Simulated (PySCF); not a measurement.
Broadened absorption spectrum of C5H7P

Compound: C5H7P.
Bonds: C1–C2 (triple), C2–P3, P3–C4, P3–C5, C5–C6 (double). Hydrogens: H7 on C1; H8, H9, H10 on C4; H11 on C5; H12, H13 on C6.

Computed, not measured: TDDFT PBE0/def2-SVPD, vertical, gas phase, core orbitals frozen in the response in PySCF 2.14.0, density-fitted response routines. Geometry: GFN2-xTB, one conformer, isolated molecule. Torsions of this conformer, `[CH:1]#[C:2][P:3]([CH3:4])[CH:5]=[CH2:6]`: C2–P3–C5–C6 22°.

Each state is given a Gaussian of 0.25 eV full width at half maximum, with ε(max) = 2.175×10⁸ f / Δν̃ (Δν̃ the width in cm⁻¹). The cross-section is σ = 3.8235×10⁻²¹ ε cm², given in Mb (10⁻¹⁸ cm²). The width is an assumption, not a result. The curve ends short of the highest state used, and states not computed would add to its high-energy end.

(λ (nm), σ (Mb)): (195.2, 2.54), (196.9, 1.39), (198.6, 0.98), (200.3, 1.72), (202.0, 4.68), (203.8, 11.62), (205.5, 21.66), (207.2, 32.15), (208.9, 38.37), (210.6, 37.22), (212.3, 29.81), (214.1, 19.93), (215.8, 13.35), (217.5, 11.96), (219.2, 15.94), (220.9, 23.52), (222.6, 31.56), (224.3, 36.67), (226.1, 36.82), (227.8, 32.66), (229.5, 26.89), (231.2, 22.15), (232.9, 19.63), (234.6, 18.84), (236.4, 18.34), (238.1, 16.97), (239.8, 14.37), (241.5, 10.97), (243.2, 7.54), (244.9, 4.67), (246.7, 2.52), (248.4, 1.27), (250.1, 0.58), (251.8, 0.25), (253.5, 0.09), (255.2, 0.03)

Task: Where are the band maxima, and which computed states make them?

Result: 225 nm (5.50 eV), ε about 9800, made up of S2 (98%); 209 nm (5.92 eV), ε about 10000, made up of S3 (100%) (ε in L mol⁻¹ cm⁻¹; maxima over ε = 5, shares over 10%). At its high-energy end, 6.35 eV, the curve is still rising (ε about 650, from S4, S5 and S6). The states used: S1 5.23 eV (f 0.041); S2 5.51 eV (f 0.089); S3 5.92 eV (f 0.094); S4 6.40 eV (f 0.0042); S5 6.57 eV (f 0.013); S6 6.63 eV (f 0.024); S7 6.72 eV (f 0.019); S8 6.95 eV (f 0.064).

Task: Coming from long wavelengths, where does ε first pass 100 L mol⁻¹ cm⁻¹?

Result: At about 251 nm (4.94 eV), 0.29 eV below S1.

Task: What would ε be at 5.92 eV, the highest of these maxima, with half the width (0.125 eV)?

Result: About 20300 L mol⁻¹ cm⁻¹ against 10200, a factor of about 2.00; a lone state at its own centre would give exactly 2.

Task: On this curve, what absorbance would a 10⁻⁵ mol/L sample give at 222 nm over a 1 cm path?

Result: 222 nm is 5.585 eV, where ε is about 7600 L mol⁻¹ cm⁻¹, so A = ε c l ≈ 0.076 (Beer–Lambert, with the gas-phase spectrum and the assumed width).
